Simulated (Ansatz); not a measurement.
# H3S⁺, triplet: stretch scan

Starting geometry (PBE0/def2-TZVP stationary point for this spin, not checked as a minimum):

```
atom   x (Å)    y (Å)    z (Å)
   S  0.0000  -0.0391   0.0000
   H  0.0000   1.3184   0.0000
   H  0.0000  -0.0372   1.5201
   H  0.0000  -0.0372  -1.5201
```

From there H3 moves along the line of the two atoms named below, all else staying in place; atoms are numbered as listed. Energies are in eV, counted from the starting geometry at the same level.

Basis cc-pVDZ; Ansatz 0.2.0. Correlated methods freeze the noble-gas cores. Prefix R: restricted or restricted open-shell reference; prefix U: unrestricted.

Full CI isn't at hand for all of this; UCCSDT(Q) serves as the reference, and is uncertain by about the last step of the cluster series. The frozen core follows each run's orbitals, which can shift R against U totals by a few meV.

| distance S1-H3 (Å) | UCCSDT(Q) | error RCCSD | error RCCSD(T) | error BCCD(T) | error RCCSDT | error UCCSDT | error RCCSDT(Q) |
| --- | --- | --- | --- | --- | --- | --- | --- |
| 1.228 | 0.765 | -0.020 | -0.004 | -0.005 | -0.001 | -0.001 | 0.000 |
| 1.360 | 0.186 | -0.011 | -0.002 | -0.003 | -0.001 | 0.000 | 0.000 |
| 1.520 | 0.000 | 0.000 | 0.000 | 0.000 | 0.000 | 0.000 | 0.000 |
| 1.694 | -0.014 | 0.004 | 0.003 | 0.002 | 0.000 | 0.000 | 0.000 |
| 1.860 | -0.038 | -0.002 | 0.002 | 0.001 | 0.000 | 0.000 | 0.000 |
| 2.113 | -0.141 | -0.014 | -0.002 | -0.002 | 0.000 | 0.000 | 0.000 |
| 2.478 | -0.282 | -0.020 | -0.004 | -0.004 | 0.000 | 0.000 | 0.000 |
| 2.785 | -0.338 | -0.022 | -0.004 | -0.005 | 0.000 | 0.000 | 0.000 |
| 3.289 | -0.360 | -0.023 | -0.004 | -0.005 | 0.000 | 0.000 | 0.000 |
| 4.029 | -0.358 | -0.023 | -0.004 | -0.005 | 0.000 | 0.000 | 0.000 |
| 5.128 | -0.355 | -0.023 | -0.004 | -0.005 | 0.000 | 0.000 | 0.000 |

Errors are those of relative energies. In total energy the starting point itself misses UCCSDT(Q) by: RCCSD 0.130, RCCSD(T) 0.025, BCCD(T) 0.025, RCCSDT 0.005, UCCSDT 0.004, RCCSDT(Q) 0.000 eV.

Spread of the error over the points with a reference, to 5.128 Å (largest less smallest): RCCSDT(Q) 0.000, UCCSDT 0.001, RCCSDT 0.001, BCCD(T) 0.006, RCCSD(T) 0.007, RCCSD 0.027 eV.
